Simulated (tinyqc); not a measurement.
Worked calculation: CISD on RHF in the sto-6g basis, frozen core, for LiH, spin multiplicity 1. Computed by tinyqc, a small Python program that keeps every step (integrals from PySCF). Settings: charge = 0, multiplicity = 1, basis = sto-6g, method = RHF, frozen orbitals = 1, energy threshold = 1e-10, iteration cap = 89, orthogonalisation = symmetric, start = Wolfsberg-Helmholz matrix, DIIS depth = 6, ci = CISD. Command: `OMP_NUM_THREADS=1 python tinyqc.py 25802 25803 out.jsonl` (the two numbers bound the seeds that draw the settings). One thread of a shared host (Intel(R) Xeon(R) Processor @ 2.60GHz), about 0.2 s of CPU time with the checks. The early iterations of the SCF are left out here.

## One-electron integrals

Geometry (angstrom):
```
atom         x         y         z
Li    0.000000  0.000000  0.000000
H     0.000000  0.000000  1.676000
```

Basis sto-6g: exponents (1/bohr^2) and contraction coefficients of normalised primitives:
```
element  l (shell)    exponent  coefficient
Li           s (1)  167.175846     0.009164
Li           s (1)   30.651508     0.049361
Li           s (1)    8.575187     0.168538
Li           s (1)    2.945808     0.370563
Li           s (1)    1.143944     0.416492
Li           s (1)    0.471139     0.130334
Li           s (2)    6.597564    -0.013253
Li           s (2)    1.305830    -0.046992
Li           s (2)    0.405851    -0.033785
Li           s (2)    0.156146     0.250242
Li           s (2)    0.067814     0.595117
Li           s (2)    0.031084     0.240706
Li           p (3)    6.597564     0.003760
Li           p (3)    1.305830     0.037679
Li           p (3)    0.405851     0.173897
Li           p (3)    0.156146     0.418036
Li           p (3)    0.067814     0.425860
Li           p (3)    0.031084     0.101708
H            s (1)   35.523221     0.009164
H            s (1)    6.513144     0.049361
H            s (1)    1.822143     0.168538
H            s (1)    0.625955     0.370563
H            s (1)    0.243077     0.416492
H            s (1)    0.100112     0.130334
```

Overlap, kinetic and nuclear-attraction integrals over the contracted functions; the nuclear repulsion is the sum of Za Zb / Rab.

nuclear repulsion = 0.94721458 hartree

overlap S:
```
           1Li 1s    1Li 2s   1Li 2px   1Li 2py   1Li 2pz     2H 1s
1Li 1s   1.000000  0.235742  0.000000  0.000000  0.000000  0.058177
1Li 2s   0.235742  1.000000  0.000000  0.000000  0.000000  0.378681
1Li 2px  0.000000  0.000000  1.000000  0.000000  0.000000  0.000000
1Li 2py  0.000000  0.000000  0.000000  1.000000  0.000000  0.000000
1Li 2pz  0.000000  0.000000  0.000000  0.000000  1.000000  0.495925
2H 1s    0.058177  0.378681  0.000000  0.000000  0.495925  1.000000
```

kinetic energy T (hartree):
```
            1Li 1s     1Li 2s   1Li 2px   1Li 2py   1Li 2pz      2H 1s
1Li 1s    3.616742  -0.110723  0.000000  0.000000  0.000000  -0.014964
1Li 2s   -0.110723   0.106524  0.000000  0.000000  0.000000   0.036967
1Li 2px   0.000000   0.000000  0.320007  0.000000  0.000000   0.000000
1Li 2py   0.000000   0.000000  0.000000  0.320007  0.000000   0.000000
1Li 2pz   0.000000   0.000000  0.000000  0.000000  0.320007   0.115088
2H 1s    -0.014964   0.036967  0.000000  0.000000  0.115088   0.768522
```

nuclear attraction V (hartree):
```
            1Li 1s     1Li 2s    1Li 2px    1Li 2py    1Li 2pz      2H 1s
1Li 1s   -8.382882  -0.902773   0.000000   0.000000  -0.015477  -0.242312
1Li 2s   -0.902773  -1.482691   0.000000   0.000000  -0.117656  -0.684496
1Li 2px   0.000000   0.000000  -1.451274   0.000000   0.000000   0.000000
1Li 2py   0.000000   0.000000   0.000000  -1.451274   0.000000   0.000000
1Li 2pz  -0.015477  -0.117656   0.000000   0.000000  -1.545344  -0.913695
2H 1s    -0.242312  -0.684496   0.000000   0.000000  -0.913695  -2.184968
```

core Hamiltonian H = T + V (hartree):
```
            1Li 1s     1Li 2s    1Li 2px    1Li 2py    1Li 2pz      2H 1s
1Li 1s   -4.766140  -1.013496   0.000000   0.000000  -0.015477  -0.257275
1Li 2s   -1.013496  -1.376167   0.000000   0.000000  -0.117656  -0.647529
1Li 2px   0.000000   0.000000  -1.131266   0.000000   0.000000   0.000000
1Li 2py   0.000000   0.000000   0.000000  -1.131266   0.000000   0.000000
1Li 2pz  -0.015477  -0.117656   0.000000   0.000000  -1.225337  -0.798606
2H 1s    -0.257275  -0.647529   0.000000   0.000000  -0.798606  -1.416445
```

## Two-electron integrals

Functions are numbered as in S; the eight-fold symmetry (ij|kl) = (ji|kl) = (kl|ij) leaves the list below.

Two-electron integrals (ij|kl) in chemists' order, unique and non-zero (hartree):
```
(11|11) 1.681247   (21|11) 0.242603   (21|21) 0.044507   (22|11) 0.397190
(22|21) 0.090279   (22|22) 0.290625   (31|31) 0.009437   (32|31) 0.014261
(32|32) 0.064236   (33|11) 0.397190   (33|21) 0.090279   (33|22) 0.290625
(33|33) 0.313125   (41|41) 0.009437   (42|41) 0.014261   (42|42) 0.064236
(43|43) 0.016875   (44|11) 0.397190   (44|21) 0.090279   (44|22) 0.290625
(44|33) 0.279374   (44|44) 0.313125   (51|51) 0.009437   (52|51) 0.014261
(52|52) 0.064236   (53|53) 0.016875   (54|54) 0.016875   (55|11) 0.397190
(55|21) 0.090279   (55|22) 0.290625   (55|33) 0.279374   (55|44) 0.279374
(55|55) 0.313125   (61|11) 0.060295   (61|21) 0.010815   (61|22) 0.022092
(61|33) 0.021788   (61|44) 0.021788   (61|51) 0.001437   (61|52) 0.002880
(61|55) 0.022700   (61|61) 0.002905   (62|11) 0.139212   (62|21) 0.032036
(62|22) 0.108681   (62|33) 0.103176   (62|44) 0.103176   (62|51) 0.005527
(62|52) 0.031921   (62|55) 0.119690   (62|61) 0.009356   (62|62) 0.066751
(63|31) 0.002738   (63|32) 0.012397   (63|53) 0.004918   (63|63) 0.004815
(64|41) 0.002738   (64|42) 0.012397   (64|54) 0.004918   (64|64) 0.004815
(65|11) 0.170848   (65|21) 0.039735   (65|22) 0.139386   (65|33) 0.130026
(65|44) 0.130026   (65|51) 0.008619   (65|52) 0.049184   (65|55) 0.158107
(65|61) 0.012147   (65|62) 0.094163   (65|65) 0.134835   (66|11) 0.314872
(66|21) 0.073871   (66|22) 0.273722   (66|33) 0.249931   (66|44) 0.249931
(66|51) 0.014737   (66|52) 0.103094   (66|55) 0.321301   (66|61) 0.022846
(66|62) 0.210349   (66|65) 0.308301   (66|66) 0.774999
```

## Orthogonalisation

S = U s U^T; symmetric (Loewdin) form X = U s^(-1/2) U^T, so that X^T S X = 1.

eigenvalues of S: 0.369578  0.804312  1.000000  1.000000  1.168470  1.657640

X:
```
            1Li 1s     1Li 2s   1Li 2px   1Li 2py    1Li 2pz      2H 1s
1Li 1s    1.022061  -0.126136  0.000000  0.000000  -0.005122   0.008775
1Li 2s   -0.126136   1.100156  0.000000  0.000000   0.101487  -0.259333
1Li 2px   0.000000   0.000000  1.000000  0.000000   0.000000   0.000000
1Li 2py   0.000000   0.000000  0.000000  1.000000   0.000000   0.000000
1Li 2pz  -0.005122   0.101487  0.000000  0.000000   1.131330  -0.336437
2H 1s     0.008775  -0.259333  0.000000  0.000000  -0.336437   1.208223
```

## Iteration 9 (converged): orbitals

converged F (hartree):
```
            1Li 1s     1Li 2s   1Li 2px   1Li 2py    1Li 2pz      2H 1s
1Li 1s   -2.388136  -0.617952  0.000000  0.000000   0.013296  -0.154937
1Li 2s   -0.617952  -0.206388  0.000000  0.000000  -0.097868  -0.255331
1Li 2px   0.000000   0.000000  0.162535  0.000000   0.000000   0.000000
1Li 2py   0.000000   0.000000  0.000000  0.162535   0.000000   0.000000
1Li 2pz   0.013296  -0.097868  0.000000  0.000000   0.006749  -0.231558
2H 1s    -0.154937  -0.255331  0.000000  0.000000  -0.231558  -0.139125
```

Diagonalise F' = X^T F X, C = X C', fill 2 alpha and 2 beta electrons from the bottom; D = 2 C_occ C_occ^T. Each column has its largest component positive (the first on a tie).

F' = X^T F X (hartree):
```
           1          2         3         4          5          6
1  -2.341090  -0.334744  0.000000  0.000000   0.019932  -0.023744
2  -0.334744  -0.000024  0.000000  0.000000   0.021010  -0.263112
3   0.000000   0.000000  0.162535  0.000000   0.000000   0.000000
4   0.000000   0.000000  0.000000  0.162535   0.000000   0.000000
5   0.019932   0.021010  0.000000  0.000000   0.161891  -0.304534
6  -0.023744  -0.263112  0.000000  0.000000  -0.304534   0.114235
```

orbital energies (hartree): MO1 -2.389563, MO2 -0.279231, MO3 0.077692, MO4 0.162535, MO5 0.162535, MO6 0.526113

coefficients C:
```
               MO1        MO2        MO3       MO4        MO5        MO6
1Li 1s    0.993922  -0.153034  -0.200377  0.000000   0.000000   0.095766
1Li 2s    0.023887   0.452173   0.798416  0.000000   0.000000  -0.679196
1Li 2px   0.000000   0.000000   0.000000  0.540307   0.841468   0.000000
1Li 2py   0.000000   0.000000   0.000000  0.841468  -0.540307   0.000000
1Li 2pz  -0.005525   0.344093  -0.612435  0.000000   0.000000  -0.953895
2H 1s     0.002477   0.559898  -0.138308  0.000000   0.000000   1.143548
```

D after iteration 9:
```
            1Li 1s     1Li 2s   1Li 2px   1Li 2py    1Li 2pz      2H 1s
1Li 1s    2.022601  -0.090913  0.000000  0.000000  -0.116299  -0.166443
1Li 2s   -0.090913   0.410062  0.000000  0.000000   0.310915   0.506460
1Li 2px   0.000000   0.000000  0.000000  0.000000   0.000000   0.000000
1Li 2py   0.000000   0.000000  0.000000  0.000000   0.000000   0.000000
1Li 2pz  -0.116299   0.310915  0.000000  0.000000   0.236862   0.385287
2H 1s    -0.166443   0.506460  0.000000  0.000000   0.385287   0.626985
```

Within a degenerate level the vectors are fixed only up to a rotation; this is one choice.

## Convergence

Stop when the energy changes by less than 1e-10 hartree and every element of the error matrix X^T (F D S - S D F) X is below 3e-06.

Course of the cycle:
```
iteration  E (hartree)     change  largest element of the error matrix
1          -7.93060713          -                             7.43e-02
2          -7.94447141  -1.39e-02                             2.35e-02
3          -7.94748543  -3.01e-03                             1.17e-02
4          -7.94835769  -8.72e-04                             9.96e-04
5          -7.94835871  -1.03e-06                             5.31e-04
6          -7.94835910  -3.89e-07                             4.93e-05
7          -7.94835911  -3.60e-09                             8.35e-06
8          -7.94835911  -1.06e-10                             9.41e-08
9          -7.94835911  -1.42e-14                             3.74e-11
```

PySCF RHF in the same basis = -7.94835911 hartree

Converged in 9 iterations.

## Integrals over molecular orbitals

(pq|rs) = sum C_ip C_jq C_kr C_ls (ij|kl), one index at a time.

one-electron integrals over orbitals h = C^T H C (hartree):
```
           1          2          3          4          5          6
1  -4.758456   0.102015   0.168489   0.000000   0.000000  -0.045167
2   0.102015  -1.468324   0.026765   0.000000   0.000000  -0.031054
3   0.168489   0.026765  -1.126310   0.000000   0.000000   0.033370
4   0.000000   0.000000   0.000000  -1.131266   0.000000   0.000000
5   0.000000   0.000000   0.000000   0.000000  -1.131266   0.000000
6  -0.045167  -0.031054   0.033370   0.000000   0.000000  -0.971780
```

Two-electron integrals over orbitals (pq|rs), unique and non-zero (hartree); the lowest 1 orbital is frozen and left out:
```
(22|22) 0.484902    (32|22) -0.048321   (32|32) 0.012973    (33|22) 0.220572
(33|32) 0.008225    (33|33) 0.338471    (42|42) 0.022591    (43|42) 0.019113
(43|43) 0.041433    (44|22) 0.266266    (44|32) 0.006576    (44|33) 0.282341
(44|44) 0.313125    (52|52) 0.022591    (53|52) 0.019113    (53|53) 0.041433
(54|54) 0.016875    (55|22) 0.266266    (55|32) 0.006576    (55|33) 0.282341
(55|44) 0.279374    (55|55) 0.313125    (62|22) 0.124746    (62|32) -0.034470
(62|33) -0.015386   (62|44) -0.020269   (62|55) -0.020269   (62|62) 0.126138
(63|22) -0.050578   (63|32) 0.009185    (63|33) 0.035561    (63|44) 0.002353
(63|55) 0.002353    (63|62) -0.031230   (63|63) 0.025506    (64|42) -0.019550
(64|43) -0.013863   (64|64) 0.020128    (65|52) -0.019550   (65|53) -0.013863
(65|65) 0.020128    (66|22) 0.452949    (66|32) -0.042448   (66|33) 0.240610
(66|44) 0.267838    (66|55) 0.267838    (66|62) 0.129702    (66|63) -0.043111
(66|66) 0.452512
```

## CISD: determinants and Hamiltonian

one-electron integrals dressed by the frozen orbital, h + 2 (pq|11) - (p1|1q) (hartree):
```
           2          3          4          5          6
2  -0.764132   0.048321   0.000000   0.000000  -0.124746
3   0.048321  -0.350479   0.000000   0.000000   0.066686
4   0.000000   0.000000  -0.347407   0.000000   0.000000
5   0.000000   0.000000   0.000000  -0.347407   0.000000
6  -0.124746   0.066686   0.000000   0.000000  -0.253646
```

energy of the frozen orbital, 2 h_11 + (11|11) = -7.85221051 hartree

Hartree-Fock energy = -7.94835911 hartree

Slater-Condon rules over spin orbitals, with the nuclear repulsion and the energy of the frozen orbital added and E(HF) subtracted on the diagonal. Only determinants linked to the reference directly or through others are kept (one block of an abelian symmetry group), so some states are absent.

Occupation strings over the orbitals (2 doubly, a alpha, b beta, 0 empty; spin orbitals ordered 1a 1b 2a 2b ...): 220000 2ab000 2a000b 2ba000 2b000a 202000 20a00b 200200 200020 20b00a 200002

H - E(HF) between determinants (hartree):
```
           220000     2ab000     2a000b     2ba000     2b000a     202000     20a00b     200200
220000   0.000000   0.000000   0.000000   0.000000   0.000000   0.012973  -0.034470   0.022591
2ab000   0.000000   0.149324   0.016108  -0.012973   0.034470   0.056546   0.009185   0.019113
2a000b   0.000000   0.016108   0.478533   0.034470  -0.126138   0.009185   0.005874  -0.019550
2ba000   0.000000  -0.012973   0.034470   0.149324   0.016108  -0.056546   0.140132  -0.019113
2b000a   0.000000   0.034470  -0.126138   0.016108   0.478533  -0.009185   0.031230   0.019550
202000   0.012973   0.056546   0.009185  -0.056546  -0.009185   0.680877   0.102247   0.041433
20a00b  -0.034470   0.009185   0.005874   0.140132   0.031230   0.102247   0.679848  -0.013863
200200   0.022591   0.019113  -0.019550  -0.019113   0.019550   0.041433  -0.013863   0.661674
200020   0.022591   0.019113  -0.019550  -0.019113   0.019550   0.041433  -0.013863   0.016875
20b00a   0.034470   0.140132   0.031230   0.009185   0.005874  -0.102247  -0.025506   0.013863
200002   0.126138  -0.031230   0.004956   0.031230  -0.004956   0.025506   0.023575   0.020128

           200020     20b00a     200002
220000   0.022591   0.034470   0.126138
2ab000   0.019113   0.140132  -0.031230
2a000b  -0.019550   0.031230   0.004956
2ba000  -0.019113   0.009185   0.031230
2b000a   0.019550   0.005874  -0.004956
202000   0.041433  -0.102247   0.025506
20a00b  -0.013863  -0.025506   0.023575
200200   0.016875   0.013863   0.020128
200020   0.661674   0.013863   0.020128
20b00a   0.013863   0.679848  -0.023575
200002   0.020128  -0.023575   0.988582
```

## CISD: roots

Diagonalise (each vector has its largest component positive (the first on a tie)); all determinants have Ms = 0, so triplets appear too. The lowest singlet root is the correlation energy.

lowest roots of this matrix, relative to E(HF) (hartree): -0.021547  0.090415  0.107420  0.351460  0.534508  0.620416  0.644799  0.701212

lowest vectors:
```
           root 1     root 2     root 3     root 4
220000   0.985745   0.000000  -0.077420   0.000000
2ab000   0.040108   0.677472   0.667415   0.077386
2a000b   0.003561  -0.106379   0.034995   0.692026
2ba000  -0.040108   0.677472  -0.667415   0.077386
2b000a  -0.003561  -0.106379  -0.034995   0.692026
202000  -0.035360   0.000000  -0.192437   0.000000
20a00b   0.062029  -0.172382   0.173045  -0.122926
200200  -0.025754   0.000000  -0.018796   0.000000
200020  -0.025754   0.000000  -0.018796   0.000000
20b00a  -0.062029  -0.172382  -0.173045  -0.122926
200002  -0.121624   0.000000   0.055168   0.000000
```

<S^2> of these roots: 0.000000  2.000000  0.000000  2.000000  0.000000  0.000000  0.000000  2.000000

weight of the ground state by excitation level 0, 1, 2, ...: 0.971693  0.003243  0.025065
